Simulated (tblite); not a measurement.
Compound: C4H6 (charge -1 and doublet state).
Atom-mapped SMILES: `[CH2-:1][C:2]1[CH2:3][CH2:4]1` (hydrogens: H5, H6 on C1; H7, H8 on C3; H9, H10 on C4)

Geometry (GFN2-xTB, Å), atoms numbered from 1 in this order:
```
atom  x, y, z in Å
C1     1.631    0.188    0.071
C2     0.311    0.114   -0.515
C3    -0.749   -0.847   -0.095
C4    -0.930    0.638    0.123
H5     2.324   -0.601   -0.249
H6     2.107    1.176    0.015
H7    -1.376   -1.328   -0.854
H8    -0.665   -1.476    0.803
H9    -0.966    0.988    1.165
H10   -1.678    1.153   -0.488
```

Computed with GFN2-xTB (tblite): harmonic, unscaled wavenumbers at the GFN2-xTB geometry, gas phase. This tight-binding method is rough: wavenumbers can miss measured ones by several per cent, in bad cases by 10 to 20. One conformer, not necessarily the lowest. Open shells enter through the occupations alone, without spin polarisation, and single modes of such species can be off by tens of per cent.

Harmonic wavenumbers (cm⁻¹): 204.7, 302.3, 360.5, 709.5, 817.2, 848.5, 850.2, 885.9, 997.6, 1034.7, 1047.6, 1083.6, 1133.2, 1165.9, 1418.1, 1468.8, 1488.2, 1511.0, 2742.6, 2769.4, 2817.1, 2836.0, 2860.9, 2875.7.

A = 18313, B = 6957, C = 5709 MHz; mass 54.047 u (most abundant isotopes); point group Cs, symmetry number 1; spin multiplicity 2.

Problem. Zero-point energy?

Solution. ½Σν̃ = 17115 cm⁻¹ = 48.93 kcal/mol.

Problem. Give the ideal-gas entropy at 400 K and 1 bar in the rigid-rotor, harmonic-oscillator model (classical rotation).

Solution. Translation 39.37, rotation 24.48, vibration 9.84, spin (R ln 2) 1.38: S = 75.1 cal/(mol K).

Problem. And Cp and H(400 K) − H(0)?

Solution. Cp = 23.49 cal/(mol K), of which vibrations give 15.54 (their classical limit is 24 R = 47.7); H(400 K) − H(0) = 5.68 kcal/mol without the zero-point energy, 2.50 from vibrations.

Problem. Which modes carry the vibrational entropy at 400 K?

Solution. 204.7 cm⁻¹: 2.64; 302.3 cm⁻¹: 1.92; 360.5 cm⁻¹: 1.60; 709.5 cm⁻¹: 0.59; 817.2 cm⁻¹: 0.43; 848.5 cm⁻¹: 0.40 cal/(mol K); the other 18 give 2.26 together.

Problem. What must be added to the electronic energy to get the Gibbs energy at 400 K and 1 bar?

Solution. ZPE + [H(400 K) − H(0)] − T·S = 48.93 + 5.68 − 30.03 = 24.58 kcal/mol.

Hindered rotation and anharmonicity are outside this model. Other conformers, if any are populated, would add a mixing term that is left out.
